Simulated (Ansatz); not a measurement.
We consider Cd₂P₃I (C2/c, No. 15; cell taken from a computed entry), described by LDA (Ansatz, a first-principles code, plane waves, PAW).

Settings: plane-wave cutoff 520 eV, 6×6×6 k mesh, Fermi–Dirac smearing 0.01 eV, scalar-relativistic PAW data made under PBE.

Cell (relaxed with PBEsol):

```xyz
12
Lattice="4.1033 -4.6261 -0.0073 4.1033 4.6261 -0.0073 -1.2446 0.0000 7.3682" Properties=species:S:1:pos:R:3 pbc="T T T"
Cd     1.7102     1.3297     2.0864
Cd     5.2518    -1.3297     5.2672
Cd     5.8741     1.3297     1.5831
Cd     1.0879    -1.3297     5.7705
P      3.1698    -2.8056     5.5189
P      3.7922     2.8056     1.8348
P      6.6104     0.4226     3.9387
P      0.3516    -0.4226     3.4149
P     -0.2708     0.4226     7.0990
P      7.2327    -0.4226     0.2546
I      3.1698     1.1165     5.5189
I      3.7922    -1.1165     1.8348
```

Problem. What does this level give for the band gap, smallest direct gap on the k points sampled and direct gap at Γ?

Solution. 
band gap: 0.98 eV
smallest direct gap on the k points sampled: 1.42 eV
direct gap at Γ: 1.83 eV

Note: cell and atoms aren't relaxed at this level (largest force component 0.04 eV/Å, pressure -1.9 GPa).

Spin–orbit coupling is not included; with these elements it can move the gap by several tenths of an eV or more.
